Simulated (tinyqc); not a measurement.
Inside a calculation. Method: CIS on RHF in the sto-3g basis, frozen core, for H2O, spin multiplicity 1. One step of it, computed by the program tinyqc.

Problem. CIS matrix, triplets. A(ia,jb) = (e_a - e_i) d_ij d_ab - (ij|ab).

orbital energies (hartree): MO1 -20.260032, MO2 -1.261170, MO3 -0.575707, MO4 -0.474830, MO5 -0.396512, MO6 0.574059, MO7 0.673651

Two-electron integrals over orbitals (pq|rs), unique and non-zero (hartree); the lowest 1 orbital is frozen and left out:
```
(22|22) 0.729017    (32|22) -0.007075   (32|32) 0.139645    (33|22) 0.643746
(33|32) 0.002257    (33|33) 0.628659    (42|22) -0.003310   (42|32) -0.001097
(42|33) 0.003746    (42|42) 0.124526    (43|22) -0.006356   (43|32) 0.018790
(43|33) -0.005158   (43|42) 0.010009    (43|43) 0.051745    (44|22) 0.662649
(44|32) 0.009031    (44|33) 0.591240    (44|42) -0.098725   (44|43) -0.009112
(44|44) 0.742522    (52|52) 0.144943    (53|52) 0.005082    (53|53) 0.029045
(54|52) -0.049212   (54|53) -0.003029   (54|54) 0.054774    (55|22) 0.747738
(55|32) 0.004930    (55|33) 0.628300    (55|42) -0.077296   (55|43) -0.011325
(55|44) 0.709470    (55|55) 0.880159    (62|22) -0.134797   (62|32) -0.013771
(62|33) -0.076933   (62|42) -0.022602   (62|43) 0.010156    (62|44) -0.067649
(62|55) -0.145054   (62|62) 0.097668    (63|22) -0.041216   (63|32) 0.026041
(63|33) -0.028288   (63|42) 0.022010    (63|43) 0.029464    (63|44) -0.034016
(63|55) -0.053443   (63|62) 0.027786    (63|63) 0.069749    (64|22) -0.102885
(64|32) 0.020806    (64|33) -0.047671   (64|42) 0.050653    (64|43) 0.010574
(64|44) -0.126737   (64|55) -0.129969   (64|62) 0.052345    (64|63) 0.039281
(64|64) 0.089448    (65|52) -0.051993   (65|53) -0.007944   (65|54) -0.001331
(65|65) 0.035957    (66|22) 0.617161    (66|32) 0.045812    (66|33) 0.573619
(66|42) 0.048211    (66|43) 0.028095    (66|44) 0.562852    (66|55) 0.597063
(66|62) -0.093884   (66|63) 0.015306    (66|64) -0.035352   (66|66) 0.630564
(72|22) -0.045736   (72|32) 0.038933    (72|33) -0.019427   (72|42) -0.000311
(72|43) -0.034973   (72|44) -0.029376   (72|55) -0.049544   (72|62) 0.012712
(72|63) -0.025881   (72|64) 0.020690    (72|66) -0.036004   (72|72) 0.066921
(73|22) 0.131025    (73|32) 0.018816    (73|33) 0.086150    (73|42) -0.080581
(73|43) -0.000324   (73|44) 0.141469    (73|55) 0.182572    (73|62) -0.063886
(73|63) -0.023092   (73|64) -0.081629   (73|66) 0.051485    (73|72) -0.031974
(73|73) 0.151737    (74|22) -0.015863   (74|32) -0.076229   (74|33) -0.011377
(74|42) 0.004651    (74|43) -0.001402   (74|44) -0.027248   (74|55) -0.024090
(74|62) 0.017278    (74|63) -0.035185   (74|64) -0.004942   (74|66) -0.041152
(74|72) -0.009523   (74|73) -0.031213   (74|74) 0.069873    (75|52) -0.017549
(75|53) 0.022066    (75|54) 0.001737    (75|65) 0.004045    (75|75) 0.024798
(76|22) 0.007396    (76|32) -0.075642   (76|33) -0.006274   (76|42) 0.014077
(76|43) -0.042512   (76|44) -0.013785   (76|55) -0.001713   (76|62) -0.012087
(76|63) -0.041457   (76|64) -0.019739   (76|66) -0.039759   (76|72) 0.008079
(76|73) -0.025143   (76|74) 0.045653    (76|76) 0.082024    (77|22) 0.619816
(77|32) -0.052089   (77|33) 0.602344    (77|42) -0.006886   (77|43) -0.029319
(77|44) 0.585390    (77|55) 0.611738    (77|62) -0.064629   (77|63) -0.051687
(77|64) -0.053078   (77|66) 0.540330    (77|72) -0.015650   (77|73) 0.064248
(77|74) 0.025440    (77|76) 0.042230    (77|77) 0.636257
```

Give: CIS matrix A, triplet.

Solution.

CIS matrix A, triplet (hartree), order 2>6, 2>7, 3>6, 3>7, 4>6, 4>7, 5>6, 5>7:
$$\begin{pmatrix}
1.218 & -0.007 & -0.046 & 0.076 & -0.048 & -0.014 & 0.000 & 0.000 \\
-0.007 & 1.315 & 0.076 & 0.052 & -0.014 & 0.007 & 0.000 & 0.000 \\
-0.046 & 0.076 & 0.576 & 0.006 & -0.028 & 0.043 & 0.000 & 0.000 \\
0.076 & 0.052 & 0.006 & 0.647 & 0.043 & 0.029 & 0.000 & 0.000 \\
-0.048 & -0.014 & -0.028 & 0.043 & 0.486 & 0.014 & 0.000 & 0.000 \\
-0.014 & 0.007 & 0.043 & 0.029 & 0.014 & 0.563 & 0.000 & 0.000 \\
0.000 & 0.000 & 0.000 & 0.000 & 0.000 & 0.000 & 0.374 & 0.002 \\
0.000 & 0.000 & 0.000 & 0.000 & 0.000 & 0.000 & 0.002 & 0.458
\end{pmatrix}$$
